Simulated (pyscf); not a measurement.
This saddle point was located with ωB97X-D3(BJ)/def2-SVP in PySCF.

```
C
H 1 1.0897
H 1 1.0898 2 119.87
H 1 1.0914 2 119.97 3 -175.30
C 1 2.0698 2 89.12 3 -88.35
H 5 1.0967 1 104.98 2 59.89
H 5 1.0968 6 113.44 3 138.24
H 5 1.0968 6 113.45 7 131.39
Zn 1 2.2015 2 92.99 3 94.64
O 9 1.8045 1 166.29 2 126.60
H 10 0.9641 9 115.06 1 178.47
```
Charge 0, spin multiplicity 2.

Surface: doublet, charge 0. Lowest wavenumbers (cm⁻¹): 1097i, 21, 41, 74, 179.

**Question.** Which two sides does it connect, and which bonds change?

**Answer.** H₃C–Zn–OH + methyl (CH₃•) ⇌ ethane (H₃C–CH₃) + [HO–Zn]•, a substitution at C read from left to right: C–Zn broken and C–C formed. At ωB97M-D3(BJ)/def2-TZVP it lies +1.20 eV from the left side and +2.11 eV from the right (each side as separated species at their lowest minima found). One saddle was located; it need not be the lowest between these sides. The angle at the attacked C is 176°. Elements up to Kr have no core potential and no relativistic terms here.
